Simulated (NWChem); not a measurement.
The numbers come from NWChem runs, not from measurements. System: acetylene (C2H2), charge 0, spin multiplicity 1, at a geometry optimised with PBE0/def2-SVP. Level: EOM-CCSD/aug-cc-pVDZ, 2 core orbitals frozen.

The NWChem input:

```
start mol
memory heap 100 mb stack 700 mb global 1900 mb
geometry units angstroms nocenter noautoz
  C      0.000000     0.000000    -0.604265
  C      0.000000     0.000000     0.604265
  H      0.000000     0.000000    -1.679242
  H      0.000000     0.000000     1.679242
  symmetry group D2h
end
basis spherical
  * library aug-cc-pvdz
end
scf
  rhf
  nopen 0
  maxiter 100
  thresh 1e-7
  semidirect memsize 60000000 filesize 0
end
tce
  freeze core 2
  ccsd
  nroots 1
  2eorb
  2emet 13
  thresh 1e-5
  maxiter 200
  tilesize 24
  dipole
end
task tce energy
```

NWChem printed:

```
             Northwest Computational Chemistry Package (NWChem) 7.3.0
             --------------------------------------------------------

                                NWChem Input Module
                                -------------------

 Scaling coordinates for geometry "geometry" by  1.889725989
 (inverse scale =  0.529177249)

 Turning off AUTOSYM since
 SYMMETRY directive was detected!

                             Geometry "geometry" -> ""
                             -------------------------

 Output coordinates in angstroms (scale by  1.889725989 to convert to a.u.)

  No.       Tag          Charge          X              Y              Z
 ---- ---------------- ---------- -------------- -------------- --------------
    1 C                    6.0000     0.00000000     0.00000000    -0.60426500
    2 C                    6.0000     0.00000000     0.00000000     0.60426500
    3 H                    1.0000     0.00000000     0.00000000    -1.67924200
    4 H                    1.0000     0.00000000     0.00000000     1.67924200

 Effective nuclear repulsion energy (a.u.)      24.6089184991

            Nuclear Dipole moment (a.u.)
            ----------------------------
        X                 Y               Z
 ---------------- ---------------- ----------------
     0.0000000000     0.0000000000     0.0000000000

      Symmetry information
      --------------------

 Group name             D2h
 Group number             26
 Group order               8
 No. of unique centers     2

      Symmetry unique atoms

     1    3


 Summary of "ao basis" -> "" (spherical)
 ------------------------------------------------------------------------------
       Tag                 Description            Shells   Functions and Types
 ---------------- ------------------------------  ------  ---------------------
 *                        aug-cc-pvdz                 on all atoms

 Summary of "ao basis" -> "ao basis" (spherical)
 ------------------------------------------------------------------------------
       Tag                 Description            Shells   Functions and Types
 ---------------- ------------------------------  ------  ---------------------
 C                        aug-cc-pvdz                9       23   4s3p2d
 H                        aug-cc-pvdz                5        9   3s2p

                                 NWChem SCF Module
                                 -----------------

  ao basis        = "ao basis"
  functions       =    64
  atoms           =     4
  closed shells   =     7
  open shells     =     0
  charge          =   0.00
  wavefunction    = RHF
  use symmetry    = T
  symmetry adapt  = T

 Summary of "ao basis" -> "ao basis" (spherical)
 ------------------------------------------------------------------------------
       Tag                 Description            Shells   Functions and Types
 ---------------- ------------------------------  ------  ---------------------
 C                        aug-cc-pvdz                9       23   4s3p2d
 H                        aug-cc-pvdz                5        9   3s2p

      Symmetry analysis of basis
      --------------------------

        ag         16
        au          2
        b1g         2
        b1u        16
        b2g         7
        b2u         7
        b3g         7
        b3u         7

 Forming initial guess at       0.1s

      Superposition of Atomic Density Guess
      -------------------------------------

 Sum of atomic energies:         -76.33271315

      Non-variational initial energy
      ------------------------------

 Total energy =     -77.144408
 1-e energy   =    -149.626120
 2-e energy   =      47.872794
 HOMO         =      -0.365270
 LUMO         =       0.034864

      Symmetry analysis of molecular orbitals - initial
      -------------------------------------------------

 !! scf_movecs_sym_adapt:   36 vectors were symmetry contaminated

  Symmetry fudging

 !! scf_movecs_sym_adapt:   32 vectors were symmetry contaminated

  Numbering of irreducible representations:

     1 ag          2 au          3 b1g         4 b1u         5 b2g
     6 b2u         7 b3g         8 b3u

  Orbital symmetries:

     1 ag          2 b1u         3 ag          4 b1u         5 ag
     6 b2u         7 b3u         8 ag          9 b1u        10 b3g
    11 b2g        12 b3u        13 b2u        14 b1u        15 ag
    16 b2g        17 b3g

 Starting SCF solution at       0.3s

 ----------------------------------------------
         Quadratically convergent ROHF

 Convergence threshold     :          1.000E-07
 Maximum no. of iterations :          100
 Final Fock-matrix accuracy:          1.000E-09
 ----------------------------------------------

              iter       energy          gnorm     gmax       time
             ----- ------------------- --------- --------- --------
                 1      -76.8024344580  5.26D-01  2.27D-01      0.3
                 2      -76.8260688880  1.34D-01  4.43D-02      0.3
                 3      -76.8279020406  3.09D-03  9.24D-04      0.3
                 4      -76.8279031538  3.73D-06  1.29D-06      0.4
                 5      -76.8279031538  5.97D-09  1.86D-09      0.4

       Final RHF  results
       ------------------

         Total SCF energy =    -76.827903153763
      One-electron energy =   -151.273027671515
      Two-electron energy =     49.836206018618
 Nuclear repulsion energy =     24.608918499134

        Time for solution =      0.1s

       Symmetry analysis of molecular orbitals - final
       -----------------------------------------------
[...]
 =========================================
 Dim. of EOMCC iter. space      500

 EOMCCSD SOLVER TYPE  1
  maxdiff =   0.45038589102964838

 No. of initial right vectors    1

 EOM-CCSD right-hand side iterations
 --------------------------------------------------------------
      Residuum       Omega / hartree  Omega / eV    Cpu    Wall
 --------------------------------------------------------------

 Iteration   1 using    1 trial vectors
   0.3655153077808   0.4054557180917   11.03302     0.6     0.6

 Iteration   2 using    2 trial vectors
   0.0695688149854   0.3372389521529    9.17674     0.5     0.5

 Iteration   3 using    3 trial vectors
   0.0782978864992   0.3283970769689    8.93614     0.5     0.5

 Iteration   4 using    4 trial vectors
   0.0474877545230   0.3186603000532    8.67119     0.5     0.5

 Iteration   5 using    5 trial vectors
   0.0188028308011   0.3164638544314    8.61142     0.5     0.5

 Iteration   6 using    6 trial vectors
   0.0137184599807   0.3161021407258    8.60158     0.4     0.4

 Iteration   7 using    7 trial vectors
   0.0073351562767   0.3158946235849    8.59593     0.4     0.4

 Iteration   8 using    8 trial vectors
   0.0025033491393   0.3159561201045    8.59761     0.5     0.5

 Iteration   9 using    9 trial vectors
   0.0009375528518   0.3159685841296    8.59795     0.5     0.5

 Iteration  10 using   10 trial vectors
   0.0005036917696   0.3159652740239    8.59786     0.4     0.4

 Iteration  11 using   11 trial vectors
   0.0002550464449   0.3159652486670    8.59786     0.5     0.5

 Iteration  12 using   12 trial vectors
   0.0001220426324   0.3159642512354    8.59783     0.4     0.4

 Iteration  13 using   13 trial vectors
   0.0000667222549   0.3159628970004    8.59779     0.5     0.5

 Iteration  14 using   14 trial vectors
   0.0000268161765   0.3159631722018    8.59780     0.5     0.5

 Iteration  15 using   15 trial vectors
   0.0000081687456   0.3159635366491    8.59781     0.4     0.4
 --------------------------------------------------------------
 Iterations converged
 ------------------

 Excited state root  1
 Excitation energy / hartree =        0.315963536649099
                   / eV      =        8.597808948915496
 largest EOMCCSD amplitudes: R1 and R2

 Singles contributions
     9b1u (alpha) ---     7b2u (alpha)        0.7965726711
    15b1u (alpha) ---     7b2u (alpha)       -0.4706918358
    20b1u (alpha) ---     7b2u (alpha)        0.1996121689

 Doubles contributions

 No. of initial left vectors    1

 EOM-CCSD left-hand side iterations
 --------------------------------------------------------------
      Residuum       Omega / hartree  Omega / eV    Cpu    Wall
 --------------------------------------------------------------

 Iteration   1 using    1 trial vectors
   0.4087735524591   0.4054557180917   11.03302     1.2     1.2

 Iteration   2 using    2 trial vectors
   0.0735205978309   0.3378111389635    9.19231     1.2     1.2

 Iteration   3 using    3 trial vectors
   0.0771701142190   0.3291482365055    8.95658     1.3     1.3

 Iteration   4 using    4 trial vectors
   0.0503358891538   0.3187923431059    8.67478     1.4     1.4

 Iteration   5 using    5 trial vectors
   0.0195096739752   0.3164726709977    8.61166     1.5     1.5

 Iteration   6 using    6 trial vectors
   0.0140439515276   0.3161901381084    8.60398     1.3     1.3

 Iteration   7 using    7 trial vectors
   0.0076700876306   0.3158546118169    8.59484     1.3     1.3

 Iteration   8 using    8 trial vectors
   0.0026439675133   0.3159454974903    8.59732     1.3     1.3

 Iteration   9 using    9 trial vectors
   0.0009805183245   0.3159692619408    8.59796     1.3     1.3

 Iteration  10 using   10 trial vectors
   0.0005116785755   0.3159646861557    8.59784     1.2     1.2

 Iteration  11 using   11 trial vectors
   0.0002588933525   0.3159654903870    8.59786     1.3     1.3

 Iteration  12 using   12 trial vectors
   0.0001240063303   0.3159646180381    8.59784     1.8     1.8

 Iteration  13 using   13 trial vectors
   0.0000688050438   0.3159629822567    8.59779     2.1     2.1

 Iteration  14 using   14 trial vectors
   0.0000284722133   0.3159632446489    8.59780     2.2     2.2

 Iteration  15 using   15 trial vectors
   0.0000088278568   0.3159635442450    8.59781     2.1     2.1
 --------------------------------------------------------------
 Iterations converged

 Excited state root  1
 Excitation energy / hartree =        0.315963536649099
                   / eV      =        8.597808948915496

 EOM-CCSD transition moments / hartree
 --------------------------------------------
 X    0.0000000 Y    0.0000000 Z    0.0000000
 Oscillator Strength               -0.0000000
 --------------------------------------------

 EOM-CCSD dipole moments / hartree & Debye
 ------------------------------------
   X        -0.0000000     -0.0000000
   Y        -0.0000000     -0.0000000
   Z        -0.0000000     -0.0000000
 Total       0.0000000      0.0000000
 ------------------------------------

 Singles contributions
     9b1u (alpha) ---     7b2u (alpha)        0.7965726711
    15b1u (alpha) ---     7b2u (alpha)       -0.4706918358
    20b1u (alpha) ---     7b2u (alpha)        0.1996121689

 Doubles contributions

 =========================================
 Excited-state calculation ( b3u symmetry)
 =========================================
 Dim. of EOMCC iter. space      500

 EOMCCSD SOLVER TYPE  1
  maxdiff =   0.44815803649116454

 No. of initial right vectors    1

 EOM-CCSD right-hand side iterations
 --------------------------------------------------------------
      Residuum       Omega / hartree  Omega / eV    Cpu    Wall
 --------------------------------------------------------------

 Iteration   1 using    1 trial vectors
   0.3765909838631   0.3842347084056   10.45556     0.7     0.7

 Iteration   2 using    2 trial vectors
   0.0707615257181   0.3163150522024    8.60737     0.8     0.8

 Iteration   3 using    3 trial vectors
   0.0571272056063   0.3089496450813    8.40695     0.7     0.7

 Iteration   4 using    4 trial vectors
   0.0289131992369   0.3043682747517    8.28229     0.7     0.7

 Iteration   5 using    5 trial vectors
   0.0085441009406   0.3035470240327    8.25994     0.8     0.8

 Iteration   6 using    6 trial vectors
   0.0035833231469   0.3034910144127    8.25841     0.7     0.7

 Iteration   7 using    7 trial vectors
   0.0037626082087   0.3034238200807    8.25659     0.7     0.7

 Iteration   8 using    8 trial vectors
   0.0029002826931   0.3034112759182    8.25624     0.7     0.7

 Iteration   9 using    9 trial vectors
   0.0009867501454   0.3034264899610    8.25666     0.5     0.5

 Iteration  10 using   10 trial vectors
   0.0003630730435   0.3034227108156    8.25656     0.4     0.4

 Iteration  11 using   11 trial vectors
   0.0001626588941   0.3034220040459    8.25654     0.4     0.4

 Iteration  12 using   12 trial vectors
   0.0000723821567   0.3034225521215    8.25655     0.4     0.4

 Iteration  13 using   13 trial vectors
   0.0000238525964   0.3034221940322    8.25654     0.4     0.4

 Iteration  14 using   14 trial vectors
   0.0000083759738   0.3034221035649    8.25654     0.4     0.4
 --------------------------------------------------------------
 Iterations converged
 ------------------

 Excited state root  1
 Excitation energy / hartree =        0.303422103564936
                   / eV      =        8.256539045600695
 largest EOMCCSD amplitudes: R1 and R2

 Singles contributions
     8ag  (alpha) ---     6b3u (alpha)       -0.8852064946
    16ag  (alpha) ---     6b3u (alpha)        0.3464953733

 Doubles contributions

 No. of initial left vectors    1

 EOM-CCSD left-hand side iterations
 --------------------------------------------------------------
      Residuum       Omega / hartree  Omega / eV    Cpu    Wall
 --------------------------------------------------------------

 Iteration   1 using    1 trial vectors
   0.4211495877659   0.3842347084056   10.45556     1.2     1.2

 Iteration   2 using    2 trial vectors
   0.0750418683797   0.3168728277541    8.62255     1.3     1.3

 Iteration   3 using    3 trial vectors
   0.0572408465426   0.3095006059874    8.42194     1.2     1.2

 Iteration   4 using    4 trial vectors
   0.0305982899928   0.3044709519148    8.28508     1.2     1.2

 Iteration   5 using    5 trial vectors
   0.0090673100398   0.3035358486663    8.25963     1.5     1.5

 Iteration   6 using    6 trial vectors
   0.0035150669221   0.3035152088548    8.25907     1.9     1.9

 Iteration   7 using    7 trial vectors
   0.0034558328541   0.3034305852455    8.25677     1.2     1.2

 Iteration   8 using    8 trial vectors
   0.0029407104488   0.3034031056299    8.25602     1.2     1.2

 Iteration   9 using    9 trial vectors
   0.0010446639314   0.3034292173647    8.25673     1.2     1.2

 Iteration  10 using   10 trial vectors
   0.0003828644345   0.3034234243290    8.25657     1.1     1.1

 Iteration  11 using   11 trial vectors
   0.0001718160460   0.3034217706837    8.25653     1.1     1.1

 Iteration  12 using   12 trial vectors
   0.0000774950394   0.3034225682591    8.25655     1.0     1.0

 Iteration  13 using   13 trial vectors
   0.0000265566268   0.3034221967651    8.25654     1.2     1.2

 Iteration  14 using   14 trial vectors
   0.0000097036229   0.3034220991354    8.25654     1.2     1.2
 --------------------------------------------------------------
 Iterations converged

 Excited state root  1
 Excitation energy / hartree =        0.303422103564936
                   / eV      =        8.256539045600695

 EOM-CCSD transition moments / hartree
 --------------------------------------------
 X    0.6712551 Y    0.0000000 Z    0.0000000
 Oscillator Strength                0.0911446
 --------------------------------------------

 EOM-CCSD dipole moments / hartree & Debye
 ------------------------------------
   X        -0.0000000     -0.0000000
   Y        -0.0000000     -0.0000000
   Z        -0.0000000     -0.0000000
 Total       0.0000000      0.0000000
 ------------------------------------

 Singles contributions
     8ag  (alpha) ---     6b3u (alpha)       -0.8852064946
    16ag  (alpha) ---     6b3u (alpha)        0.3464953733

 Doubles contributions

 Task  times  cpu:      236.1s     wall:      236.1s

 Total times  cpu:      236.1s     wall:      236.1s
```
